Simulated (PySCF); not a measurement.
## Excitation energies in several basis sets

Compound: BH₅SSi.
SMILES: `BS[SiH3]`

TDDFT with PBE0 (PySCF), vertical singlets, core orbitals frozen in the response, spherical d and f functions. Isolated species at its PBE0-D3(BJ)/def2-SVP geometry (one conformer only).

```tsv
basis	functions	diffuse	S1 (eV)	S2 (eV)	S3 (eV)	S4 (eV)	S5 (eV)	LUMO (eV)	α (au)
6-31G*	60	no	5.66	6.07	6.57	6.75	7.50	-1.24	52.2
6-31+G*	72	yes	5.55	5.89	6.46	6.63	7.32	-1.51	57.8
def2-SVP	75	no	5.51	5.93	6.46	6.94	7.67	-1.45	54.5
def2-SVPD	111	yes	5.46	5.80	6.39	6.68	7.37	-1.59	65.0
aug-cc-pVDZ	122	yes	5.44	5.76	6.36	6.60	7.19	-1.57	65.6
def2-TZVP	135	no	5.41	5.76	6.35	6.73	7.43	-1.58	61.6
def2-TZVPD	171	yes	5.40	5.72	6.33	6.61	7.26	-1.61	65.6
aug-cc-pVTZ	261	yes	5.41	5.74	6.33	6.60	7.18	-1.60	65.8
```

Problem. How much do these states and the polarisability depend on the basis?

Solution. States are compared by their number. Against the largest diffuse basis here (aug-cc-pVTZ, itself not a converged limit), sets without diffuse functions differ by up to 0.26 eV in S1 and 0.49 eV in S5; the smaller diffuse sets differ by up to 0.15 and 0.19 eV. State by state, the largest deviation of a set without diffuse functions is S1 0.26, S2 0.33, S3 0.24, S4 0.34, S5 0.49 eV. The same number needn't mean the same state in each row. Against aug-cc-pVTZ the polarisability deviates by -21% in 6-31G*, -12% in 6-31+G*, -17% in def2-SVP, -1% in def2-SVPD, 0% in aug-cc-pVDZ, -6% in def2-TZVP, 0% in def2-TZVPD. A single + in a Pople set puts diffuse functions on heavy atoms only.
